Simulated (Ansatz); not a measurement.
Species: CH5Si, net charge -1, singlet state. It need not be the lowest isomer of its formula. Whether it binds its extra electron was not tested at this geometry. SMILES: [CH2-][SiH3]
Geometry: optimised at B3LYP-D3(BJ)/def2-TZVP (Ansatz, an electronic-structure program).

Parts of the frozen-core correlation energy in STO-3G (Ansatz, hartree). Frozen orbitals: 6; correlated occupied orbitals by spin: 7 and 7; virtual: 6 and 6. Spin-orbit coupling is left out. Non-relativistic.

```json
[
 {"term": "reference (HF)", "value": "-325.63345"},
 {"term": "MP2 opposite-spin", "value": "-0.07912"},
 {"term": "MP2 same-spin", "value": "-0.00739"},
 {"term": "CCSD correlation", "value": "-0.11958"},
 {"term": "(T)", "value": "-0.00163"},
 {"term": "FCI minus CCSD(T)", "value": "-0.00050"},
 {"term": "T1 diagnostic", "value": "0.014"},
 {"term": "largest doubles amplitude", "value": "0.069"}
]
```
